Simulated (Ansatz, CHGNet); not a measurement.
## How well does each level of theory give the equilibrium lattice constant a of 2H MoTe2?

Reference value: 3.518 Å (measured, 300 K, no zero-point or thermal correction; as tabulated in arXiv:1605.07067).

| level (code) | value (Å) | difference (%) |
|---|---|---|
| CHGNet-r²SCAN | 3.560 | +1.19 |
| LDA (Ansatz) | 3.473 | -1.28 |
| PBE (Ansatz) | 3.557 | +1.11 |
| PBE-D3(BJ) (Ansatz) | 3.497 | -0.60 |
| r²SCAN (Ansatz) | 3.563 | +1.28 |
| r²SCAN+rVV10 (Ansatz) | 3.542 | +0.68 |
| HSE06-D3(BJ) (Ansatz) | 3.438 | -2.27 |

The reference is not for a static lattice or low temperature, so close values are not ranked against it. Off by more than 1.25 %, or 1.75 % on the side where a correction would as a rule narrow the miss (bounds picked here): HSE06-D3(BJ) (-2.27 %), r²SCAN (+1.28 %).

The reference isn't brought to a static lattice, while the calculations are for one, so the differences are not the levels' errors alone.  LDA: LDA has no dispersion term either, though it tends to give short spacings of layers, chains or molecules. PBE, r²SCAN: for a layered or molecular solid the relaxed cell lies over 5 % above the published volume, where the minimum can be shallow. PBE, r²SCAN: the cell comes from a level without a dispersion term, which matters for the spacing of layers, chains or molecules. PBE-D3(BJ): a distance lies near a switch of the dispersion term, which can move the cell. Cutoffs and k meshes differ between the levels. Ansatz's density-functional and Hartree–Fock values are scalar-relativistic unless marked +SOC, with PAW data made under PBE.

Machine-learned potentials (CHGNet-r²SCAN) are trained on DFT data: a solid inside that data is no test of them.

Differences are worked out from the printed values.

Ansatz is a first-principles code.
